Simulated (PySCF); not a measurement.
# FH5Si2: the cost of one run

The runs use PySCF 2.14.0, with density-fitted response routines of our own; the level of theory stands in each step. All values are computed, except where a source is named. Atoms count from 0, in the outputs and in this text.

## 1. The starting structure

8 atoms, charge 0, multiplicity 1; geometry from: GFN2-xTB. The atoms were then displaced at random by about 0.01 Å, so the start is not that level's minimum.

Bonds of the start (Å): F0–Si1 1.63, Si1–Si2 2.32, Si1–H3 1.47, Si1–H4 1.47, Si2–H5 1.47, Si2–H6 1.46, Si2–H7 1.45.

## 2. Geometry optimisation at PBE0-D3(BJ)/def2-SVP

The job: settings as JSON, then the geometry in Å.

```
{"job": {"xc": "PBE0", "basis": "def2-SVP", "d3": "d3bj", "grid": 1, "shake": 0.01, "kind": "geom"}, "charge": 0, "multiplicity": 1}
F      1.866920     0.108750     1.210160
Si     1.103520    -0.073060    -0.220910
Si    -1.184310     0.056070     0.114160
H      1.668440    -1.355840    -0.663820
H      1.707400     0.979030    -1.042990
H     -1.594920     1.357360     0.661900
H     -1.654590    -0.971360     1.041770
H     -1.857330    -0.120080    -1.152730
```

On the command line:

```bash
> OMP_NUM_THREADS=1 python probes_run.py task.json out
```

This one command runs all jobs of the session in turn.

Q: Estimate the wall time and peak memory of this first job on 1 thread of Arm Neoverse N1, shared host.

About 14 s, with a peak of 0.32 GiB.
